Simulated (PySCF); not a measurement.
C2H2ClNO.
SMILES with atom numbers: `[O:1]=[N:2]/[CH:3]=[CH:4]/[Cl:5]` (hydrogens: H6 on C3; H7 on C4)

Level: wB97X-D/pcSseg-2 in PySCF, non-relativistic, on one gas-phase PBE0-D3(BJ)/def2-TZVP geometry that isn't relaxed in the solvent. The solvent is an IEF-PCM continuum (Bondi radii, 1.10 Å for H, scaled by 1.2). Specific hydrogen bonds and non-electrostatic terms are outside this model.

Gas phase at wB97X-D/pcSseg-2: HOMO -8.85 eV, LUMO -1.40 eV, dipole 2.03 D.

Task: What does the continuum do to the energy, the frontier levels and the dipole at wB97X-D/pcSseg-2 in chloroform?

Result: 
```csv
solvent,ε,E(solvent) − E(gas) (kcal/mol),polarisation term (kcal/mol),distortion of the solute (kcal/mol),HOMO (eV),LUMO (eV),dipole (D)
chloroform,4.711,-2.92,-3.26,0.34,-8.88,-1.33,2.48
```

The first energy column is the sum of the next two and covers electrostatics alone.

Task: Which radius a makes the point-dipole formula ΔE = −[(ε − 1)/(2ε + 1)]·μ²/a³ give the value in chloroform, with the gas-phase dipole?

Result: μ = 0.800 au and |ΔE| = 0.00465 Eh give a = 1.94 Å; the farthest nucleus lies 2.41 Å from the centroid of the nuclei, so such a sphere wouldn't even hold the nuclei. The formula assumes a rigid point dipole at the centre of a sphere.

Shape of the structure used: `[O:1]=[N:2]/[CH:3]=[CH:4]/[Cl:5]`: O1–N2–C3–C4 -21°.

Note: wB97X-D ran without an empirical dispersion term, which enters the total energy and its gradient alone.
